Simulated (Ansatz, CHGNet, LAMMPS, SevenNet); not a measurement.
**Rutile PbO₂, lattice parameter a**

Reference value: 4.958 Å (measured, room temperature, no zero-point or thermal correction, sources range from 4.950 to 4.958; as tabulated in Hiroi (2015), arXiv:1503.02262).

```csv
level (code),value (Å)
"ionic model grimes2000 (shell model, LAMMPS)",4.814
CHGNet 0.3.0 (CHGNet),___
CHGNet-r²SCAN (CHGNet),4.984
SevenNet-0 (SevenNet),5.067
LDA (Ansatz),4.937
PBE (Ansatz),___
PBEsol (Ansatz),4.998
PBE-D3(BJ) (Ansatz),5.028
PBE-D4 (Ansatz),___
rVV10 (Ansatz),5.068
r²SCAN (Ansatz),4.986
HSE06 (Ansatz),___
```

Q: Fill in the missing entries.

A: 
- CHGNet 0.3.0 (CHGNet), value (Å): 5.087
- PBE (Ansatz, a program for electronic structure), value (Å): 5.082
- PBE-D4 (Ansatz), value (Å): 5.022
- HSE06 (Ansatz), value (Å): 4.974

Differences against the reference: ionic model grimes2000 -2.90 %, CHGNet 0.3.0 +2.60 %, CHGNet-r²SCAN +0.52 %, SevenNet-0 +2.20 %, LDA -0.42 %, PBE +2.50 %, PBEsol +0.81 %, PBE-D3(BJ) +1.41 %, PBE-D4 +1.29 %, rVV10 +2.22 %, r²SCAN +0.56 %, HSE06 +0.32 %.

Leaving aside ionic model grimes2000, which can be fitted to such values or carry a doubt: The reference is not for a static lattice or low temperature, so close values are not ranked against it. Off by more than 1.25 % (a bound picked here): CHGNet 0.3.0 (+2.60 %), SevenNet-0 (+2.20 %), PBE (+2.50 %), PBE-D3(BJ) (+1.41 %), PBE-D4 (+1.29 %), rVV10 (+2.22 %).

The reference has no zero-point or thermal correction, while the calculations are for a static lattice, so the differences are not the levels' errors alone. A static lattice is as a rule a little smaller than the measured one.  Density-functional levels without +SOC have no spin–orbit coupling. Cutoffs and k meshes differ between the levels. Ansatz's density-functional and Hartree–Fock values are scalar-relativistic unless marked +SOC, with PAW data made under PBE.

Empirical potentials (ionic model grimes2000) are fitted to chosen data, which need not cover the solid at hand: agreement can be built in, and what lay outside the fit can be far off. Machine-learned potentials (CHGNet 0.3.0, CHGNet-r²SCAN, SevenNet-0) are trained on DFT data, which may include these solids.

Differences are worked out from the printed values.
